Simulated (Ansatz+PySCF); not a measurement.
Values are calculated unless marked as measured or tabulated.
A run of PySCF 2.14.0 on doublet C2H5S at this shape:

```xyz
8

C    -1.3980    0.4358    0.0211
S     0.1184   -0.6148   -0.0193
C     1.3631    0.5762    0.0416
H    -2.2539   -0.2371   -0.0246
H    -1.4347    1.0104    0.9466
H    -1.4208    1.1046   -0.8402
H     1.1714    1.5910   -0.2797
H     2.3762    0.2112    0.1267
```

Its results:

| Property | Result |
| --- | --- |
| Converged | yes |
| Reference energy | -476.17802 hartree |
| Correlation energy | -0.50361 hartree |
| Total energy | -476.68164 hartree |
| Spin squared of the determinant | 0.771 |

Q: Which input gives this output? Name the method, the orbitals and the basis set, and write the input.

A: UHF-MP2 in cc-pVTZ on H, C; cc-pV(T+d)Z on S.

```python
from pyscf import gto, scf, mp

# the (T+d) and (D+d) sets load through basis_set_exchange
mol = gto.M(atom="""
C -1.397960 0.435840 0.021130
S 0.118390 -0.614840 -0.019260
C 1.363110 0.576160 0.041570
H -2.253920 -0.237150 -0.024580
H -1.434720 1.010410 0.946610
H -1.420810 1.104620 -0.840230
H 1.171360 1.590960 -0.279750
H 2.376220 0.211170 0.126680
""", basis={'C': 'cc-pvtz', 'H': 'cc-pvtz', 'S': 'cc-pv(t+d)z'}, charge=0, spin=1)
mf = scf.UHF(mol)
mf.kernel()
pt = mp.MP2(mf, frozen=7).run()
print(mf.e_tot, pt.e_corr, pt.e_tot)
```
